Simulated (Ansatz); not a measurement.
Species, as SMILES: [N]=O (N-O), doublet.
Atoms: N1, O2. Bonds: N1-O2.

Basis-set convergence of the optimised N1-O2 bond length at HF with Ansatz (a first-principles code). All functions are spherical. The program fits the integrals of some runs and decomposes those of others, by size. Open shells are unrestricted. No added dispersion term, no relativity. Reference: the value in pcseg-4, 1.1140 Å, itself unsure by roughly 0.0002 Å (its mean distance from aug-pcseg-3, aug-cc-pVQZ, cc-pV5Z). Deviations are taken from unrounded values.

```csv
basis,functions
def2-SVPD,43
aug-cc-pVDZ,46
aug-pcseg-1,46
def2-TZVPPD,77
jun-cc-pV(T+d)Z,78
aug-cc-pVTZ,92
aug-pcseg-2,92
def2-QZVPPD,129
aug-cc-pVQZ,160
aug-pcseg-3,170
```

Question: Which is the smallest set listed that can be trusted to 0.003 Å here, that is, within that of the reference together with its larger relatives (same family, alike in diffuse functions; a set with none to test it counts only in the reference's own line)?

Answer: The smallest set listed that lies within 0.003 Å of the reference with all its larger relatives (same family, alike in diffuse functions; a set with none counts only in the reference's own line) is def2-TZVPPD (77 functions, 0.0010 Å off). Value minus reference: def2-SVPD 0.0053, aug-cc-pVDZ 0.0091, aug-pcseg-1 0.0076, def2-TZVPPD 0.0010, jun-cc-pV(T+d)Z 0.0019, aug-cc-pVTZ 0.0018, aug-pcseg-2 0.0017, def2-QZVPPD 0.0003, aug-cc-pVQZ 0.0004, aug-pcseg-3 0.0001 Å.
